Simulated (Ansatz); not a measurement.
C$_{6}$H$_{6}$ (`C1=CC2C=CC12`). Charge 0, multiplicity 1. All single points use the PBE0-D4/def2-TZVP geometry.

```xyz
12

C     1.157   -0.393   -0.837
C    -0.026   -0.913   -1.166
C    -0.825    0.139   -0.418
C    -1.018   -0.070    1.073
C     0.164    0.450    1.401
C     0.560    0.749   -0.034
H     2.182   -0.694   -1.014
H    -0.329   -1.798   -1.712
H    -1.564    0.725   -0.966
H    -1.815   -0.536    1.640
H     0.696    0.569    2.338
H     0.819    1.773   -0.305
```

Question: What is the dipole moment at ωB97M-V/def2-TZVPP? (Best estimate.)

Answer: The calculation gave: 0.06 D, with components (0.01, -0.05, 0.03) D in this frame, pointing from negative to positive charge.

Question: And with PBE, r2SCAN, B3LYP? (Estimate.)

Answer: Ansatz gave: PBE 0.01 D, r2SCAN 0.01 D, B3LYP 0.03 D.

Question: Give the Mulliken charges with ωB97M-V, B3LYP, r2SCAN in def2-TZVPP. (Estimate.)

Answer: Computed: 
```tsv
atom	ωB97M-V	B3LYP	r2SCAN
C1	-0.15	-0.16	-0.15
C2	-0.15	-0.16	-0.15
C3	-0.04	0.01	0.10
C4	-0.15	-0.16	-0.15
C5	-0.15	-0.16	-0.15
C6	-0.04	0.01	0.10
H7	0.13	0.13	0.09
H8	0.13	0.13	0.09
H9	0.08	0.06	0.03
H10	0.13	0.13	0.09
H11	0.13	0.13	0.09
H12	0.08	0.06	0.03
```

B3LYP here is the variant with VWN-RPA as its local correlation; programs differ in this.
